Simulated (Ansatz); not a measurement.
**H$_{3}$Si–BH, doublet: the ladder up to UCCSDT(Q)**

Geometry: displaced at random from a stationary point.

| atom | x (Å) | y (Å) | z (Å) |
| --- | --- | --- | --- |
| Si | 0.0035 | 0.0315 | 0.5365 |
| B | 0.0027 | -0.1310 | -1.4443 |
| H | 0.0506 | 1.4445 | 1.0751 |
| H | 1.1574 | -0.7056 | 1.0053 |
| H | -1.3040 | -0.6894 | 0.9538 |
| H | -0.0308 | 0.4769 | -2.4927 |

Basis cc-pVDZ; Ansatz 0.2.0. Correlated methods freeze the noble-gas cores, which leaves 11 electrons in 46 orbitals. R marks a restricted (for open shells ROHF) determinant, U an unrestricted one. Active spaces: frontier = (9e, 9o) about the gap.

Full CI isn't at hand for all of this; UCCSDT(Q) serves as the reference, and is uncertain by the last step of the cluster series or more. The frozen core follows each run's orbitals, which can shift R against U totals by a few meV.

For open shells CISD is restricted-active-space CI with the open shells as a complete middle space.

* UHF ⟨S²⟩: 0.758
* T1 diagnostic (RCCSD): 0.0174
* largest doubles amplitude (RCCSD): 0.036
* T1 diagnostic (UCCSD): 0.0138

```
   level  E − E(RHF) (eV)
     UHF          -0.0644
    RMP2          -4.5283
    UMP2          -4.5314
   RCCSD          -5.6972
   UCCSD          -5.6986
RCCSD(T)          -5.8262
UCCSD(T)          -5.8265
```

Q: Estimate how far UCCSDT(Q) in cc-pVDZ lies from RCCSD(T). The table doesn't fix it; the size of (T) and the diagnostics are the guide.

A: UCCSDT(Q) in cc-pVDZ lies 0.81 kcal/mol below RCCSD(T), which is 27 % of the (T) step (-2.98 kcal/mol). The diagnostics give no warning, yet the rest is a sizeable part of (T).

The other levels:

```json
{"level": "CISD", "E − E(UCCSDT(Q)) (kcal/mol)": "13.81", "share of correlation (%)": "89.78", "wall time": "3.8 s"}
{"level": "BCCD(T)", "E − E(UCCSDT(Q)) (kcal/mol)": "0.80", "share of correlation (%)": "99.41", "wall time": "2.4 s"}
{"level": "RCCSDT", "E − E(UCCSDT(Q)) (kcal/mol)": "0.12", "share of correlation (%)": "99.91", "wall time": "–"}
{"level": "UCCSDT", "E − E(UCCSDT(Q)) (kcal/mol)": "0.11", "share of correlation (%)": "99.92", "wall time": "–"}
{"level": "RCCSDT(Q)", "E − E(UCCSDT(Q)) (kcal/mol)": "0.01", "share of correlation (%)": "99.99", "wall time": "60 s"}
{"level": "CASSCF (frontier space)", "E − E(UCCSDT(Q)) (kcal/mol)": "99.62", "share of correlation (%)": "26.30", "wall time": "–"}
{"level": "NEVPT2 (frontier space)", "E − E(UCCSDT(Q)) (kcal/mol)": "31.64", "share of correlation (%)": "76.59", "wall time": "8 s"}
{"level": "MRCISD (frontier space)", "E − E(UCCSDT(Q)) (kcal/mol)": "8.27", "share of correlation (%)": "93.88", "wall time": "–"}
{"level": "MRCISD+Q (frontier space)", "E − E(UCCSDT(Q)) (kcal/mol)": "0.75", "share of correlation (%)": "99.45", "wall time": "13 s"}
```

The correlation energy at UCCSDT(Q), counted from RHF, is -5.861 eV. That run took 53 s on 1 thread of Intel Xeon 6975P-C, shared host.

Times hold each run's SCF and search for its determinant on a shared host, so for small cases they say little of a method's own cost; they ran on 1 thread of Intel Xeon 6975P-C. Some runs computed forces too.
